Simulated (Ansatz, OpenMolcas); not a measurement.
## Appearance energy of a fragment ion: HNO3 → [NO2]+ + OH + e⁻

Species: HNO3 (peroxynitrous acid) `O=NOO`, singlet; [NO2]+ `O=[N+]=O`, singlet; OH, doublet. 

Shapes, held fixed at every level: PBE0-D4/def2-TZVP. Flexible molecules stand in one conformer, not always the lowest. Programs: Ansatz 0.2.0, OpenMolcas 26.06. Electronic energies: no zero-point or thermal term.

Question: Estimate ΔE of this reaction.

Answer: The highest level, CCSD(T)/CBS estimate, gives ΔE = +10.53 eV; the levels span +8.71 to +11.46. The column of differences is taken from that level and isn't an error. No measured value is set beside it here. T1 is large for HNO3, so single-reference values are less sure there. Open shells run unrestricted unless RO is named. The CBS estimate extrapolates MP2 from def2-TZVPP and def2-QZVPP and adds CCSD(T) − MP2 in the triple-zeta set, cores frozen. The onset seen in experiment also holds zero-point changes and kinetic shifts.

```json
{"level": "HF/def2-TZVPP", "kind": "Hartree–Fock", "ΔE (eV)": "+8.71", "less CCSD(T)/CBS estimate": "-1.82"}
{"level": "SPW92/def2-TZVPP", "kind": "LDA", "ΔE (eV)": "+11.46", "less CCSD(T)/CBS estimate": "+0.93"}
{"level": "B3LYP/6-31G* (Cartesian functions)", "kind": "global hybrid", "ΔE (eV)": "+10.79", "less CCSD(T)/CBS estimate": "+0.26"}
{"level": "wB97X-V/def2-TZVPP", "kind": "range-separated hybrid", "ΔE (eV)": "+10.56", "less CCSD(T)/CBS estimate": "+0.03"}
{"level": "B2PLYP/def2-TZVPP", "kind": "double hybrid", "ΔE (eV)": "+10.17", "less CCSD(T)/CBS estimate": "-0.36"}
{"level": "CCSD/def2-SVP", "kind": "coupled cluster or CI", "ΔE (eV)": "+9.86", "less CCSD(T)/CBS estimate": "-0.67"}
{"level": "CCSD/def2-TZVPP", "kind": "coupled cluster or CI", "ΔE (eV)": "+10.18", "less CCSD(T)/CBS estimate": "-0.35"}
{"level": "CCSD(T)/CBS estimate", "kind": "coupled cluster or CI", "ΔE (eV)": "+10.53", "less CCSD(T)/CBS estimate": "0.00"}
```
